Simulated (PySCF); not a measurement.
# NaF at other levels of theory

Starting from one script, swap the method and compare what comes out for NaF.

Computed with PySCF 2.14.0. Level: method and basis as typed in the scripts.

4 further runs of the same task are left out: 4 that didn't finish.

**1. The starting structure**

NaF: 2 atoms, charge 0, spin multiplicity 1.

Bond lengths: Na1–F2 2.037 Å.

**2. Base script**

input.py reads:

```python
from pyscf import gto, dft

mol = gto.M(
    atom='Na 0 0 0; F 0 0 2.037',
    basis='minao',
    charge=0,
    spin=0,
    symmetry=True,
    verbose=3,
)
mf = dft.RKS(mol, xc='x3lyp')
mf.kernel()
g = mf.nuc_grad_method()
g.grid_response = True
g.kernel()
mf.dip_moment()
print('orbital energies (hartree):', mf.mo_energy[..., max(0, mol.nelec[1]-3):mol.nelec[0]+3].round(4))
```

The run is started by

```
OMP_NUM_THREADS=1 python input.py
```

**3. Pbe**

Variant 1 changes functional: x3lyp → pbe.

input.py: that of step 2 with these lines changed.

```diff
@@ -10,3 +10,3 @@
 )
-mf = dft.RKS(mol, xc='x3lyp')
+mf = dft.RKS(mol, xc='pbe')
 mf.kernel()
```

**4. Stability test**

Variant 2 changes step after the SCF: gradient → stability; point-group symmetry: on → off.

input.py: that of step 2 with these lines changed.

```diff
@@ -7,3 +7,2 @@
     spin=0,
-    symmetry=True,
     verbose=3,
@@ -12,5 +11,3 @@
 mf.kernel()
-g = mf.nuc_grad_method()
-g.grid_response = True
-g.kernel()
+mf.stability(internal=True, external=True)
 mf.dip_moment()
```

**5. M06**

Variant 3 changes functional: x3lyp → m06.

input.py: that of step 2 with these lines changed.

```diff
@@ -10,3 +10,3 @@
 )
-mf = dft.RKS(mol, xc='x3lyp')
+mf = dft.RKS(mol, xc='m06')
 mf.kernel()
```

**6. MP2 (RHF)**

Variant 4 changes step after the SCF: gradient → mp2; SCF type: RKS → RHF; functional: x3lyp → none (Hartree–Fock); frozen orbitals: none → 2.

input.py: that of step 2 with these lines changed.

```diff
@@ -1,2 +1,2 @@
-from pyscf import gto, dft
+from pyscf import gto, scf, mp
 
@@ -10,7 +10,5 @@
 )
-mf = dft.RKS(mol, xc='x3lyp')
+mf = scf.RHF(mol)
 mf.kernel()
-g = mf.nuc_grad_method()
-g.grid_response = True
-g.kernel()
+mp.MP2(mf, frozen=2).kernel()
 mf.dip_moment()
```

**7. Tpss**

Variant 5 changes functional: x3lyp → tpss.

input.py: that of step 2 with these lines changed.

```diff
@@ -10,3 +10,3 @@
 )
-mf = dft.RKS(mol, xc='x3lyp')
+mf = dft.RKS(mol, xc='tpss')
 mf.kernel()
```

**Question.** What will these runs give? Wanted: for each run, E(SCF); from base; gap; SCF dipole; after the SCF.

The runs gave:

| run | E(SCF) (hartree) | from base (eV) | gap (eV) | SCF dipole (D) | after the SCF |
| --- | --- | --- | --- | --- | --- |
| base | -262.064279 | 0 | 2.83 | 5.73 | n/a |
| pbe | -261.902092 | not comparable | 0.68 | 5.30 | n/a |
| stability test | -262.064279 | 0.0000 | 2.83 | 5.73 | unstable: RHF/RKS -> UHF/UKS |
| m06 | -262.064502 | not comparable | 3.22 | 6.38 | n/a |
| MP2 (RHF) | -261.248618 | not comparable | 8.54 | 7.48 | MP2 correlation -0.289 eV, core frozen |
| tpss | -262.134459 | not comparable | 0.93 | 5.49 | n/a |

What this shows: The gap between the frontier levels is 0.7 eV with pbe (0 % exact exchange) and 3.2 eV with m06 (27 %): exact exchange opens it. Total energies of different functionals can't be compared with each other; differences within one functional can.
